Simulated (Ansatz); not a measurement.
Molecule: CH3O, net charge -1, singlet state. It need not be the lowest isomer of its formula. Whether it binds its extra electron was not tested at this geometry. 
Structure (B3LYP-D3(BJ)/def2-TZVP (Ansatz, a program for electronic structure) minimum search):
```
C
O 1 1.3204
H 1 1.1462 2 116.58
H 1 1.1462 3 101.52 2 127.77
H 1 1.1462 3 101.52 4 104.45
```
Charge -1, spin multiplicity 1.

Basis-set convergence of Hartree-Fock and MP2 correlation energies (hartree) with Ansatz. Correlated levels leave the core frozen unless marked. No spin-orbit coupling. Non-relativistic. This anion needs diffuse functions, which these sets lack.

```
basis    functions       E(HF)  E(corr, MP2)
-------  ---------  ----------  ------------
cc-pVDZ         43  -114.39363      -0.34325
cc-pVTZ        102  -114.44254      -0.43836
cc-pVQZ        200         ___           ___
```

Task: Complete the blanks.

Result: 
- cc-pVQZ, E(HF): -114.45689
- cc-pVQZ, E(corr, MP2): -0.47321
